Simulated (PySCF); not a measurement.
CH₃F. Atoms are numbered in the order given.

```xyz
5

C      0.0000     0.0000     0.6360
F      0.0000     0.0000    -0.7533
H      0.8942    -0.5163     0.9879
H      0.0000     1.0325     0.9879
H     -0.8942    -0.5163     0.9879
```
Charge 0, spin multiplicity 1.

The structure is a stationary point at B3LYP-D3(BJ)/def2-TZVP.

Level of theory: PBE/def2-TZVPD (PySCF).

Isolated molecule, no solvent.

* **total energy**: -139.64882 hartree
* **point group**: C3v
* **highest occupied level**: -8.06 eV
* **lowest empty level**: -0.09 eV
* **orbital gap**: 7.97 eV
* **dipole moment**: 0.361 e·Å
* **quadrupole, principal values (traceless, Buckingham form, about the centre of nuclear charge)**: -0.78, 0.39, 0.39 D·Å
* **mean static polarisability**: 17.9 bohr³ (2.65 Å³)
* **polarisability, principal values**: 17.3, 17.3, 19.0 bohr³
